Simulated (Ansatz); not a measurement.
# CH4Si2: the cost of one run

Program: Ansatz 0.2.0, Gaussian basis. Level of theory: SPW92/def2-SVP. These are calculated values, not measurements.

2 further runs of the same task are left out: 2 that didn't finish.

## Step 1: Starting geometry

7 atoms, charge 0, spin multiplicity 1.

Atoms are counted from 1 here; the program's logs count them from 0.

Bond lengths: C1–Si2 1.700 Å, C1–H4 1.077 Å, Si2–Si3 2.271 Å, Si3–H5 1.474 Å, Si3–H6 1.478 Å, Si3–H7 1.478 Å. Angles: Si2–C1–H4 128.9°, C1–Si2–Si3 165.7°, Si2–Si3–H5 111.3°, Si2–Si3–H6 109.6°, Si2–Si3–H7 111.4°, H5–Si3–H6 108.3°, H5–Si3–H7 108.1°, H6–Si3–H7 108.0°.

Geometry (Å):

```xyz
7

C    -1.5779   -2.0181   -0.4766
Si   -0.5764   -0.7277   -0.0048
Si    0.8365    1.0485    0.0662
H    -2.1524   -2.6888    0.1406
H     0.9605    1.6876   -1.2558
H     0.3222    2.0525    1.0213
H     2.1876    0.6461    0.5091
```

## Step 2: The run

The input, md/in.yaml:

```yaml
crystal:
  periodic: [false, false, false]
  atoms:
    - {symbol: C, position_ang: [-1.577910, -2.018090, -0.476570]}
    - {symbol: Si, position_ang: [-0.576430, -0.727730, -0.004760]}
    - {symbol: Si, position_ang: [0.836510, 1.048460, 0.066200]}
    - {symbol: H, position_ang: [-2.152360, -2.688840, 0.140580]}
    - {symbol: H, position_ang: [0.960470, 1.687560, -1.255840]}
    - {symbol: H, position_ang: [0.322160, 2.052510, 1.021280]}
    - {symbol: H, position_ang: [2.187560, 0.646130, 0.509110]}
basis:
  gaussian: {orbitals: def2-SVP}
hamiltonian: {xc: lda}
md: {n_steps: 30, timestep: 0.75, temperature: 1000, ensemble: nve, seed: 412, initial_velocities: maxwell_boltzmann}
```

Command:

```
$ ansatz run in.yaml --threads 2 --pin off --events-out ev --progress --plain --max-ram 3481MiB
```

What time and memory should one allow on 2 threads of Intel Xeon at 2.50GHz, shared host?

About 88 s, with a peak of 0.12 GiB.
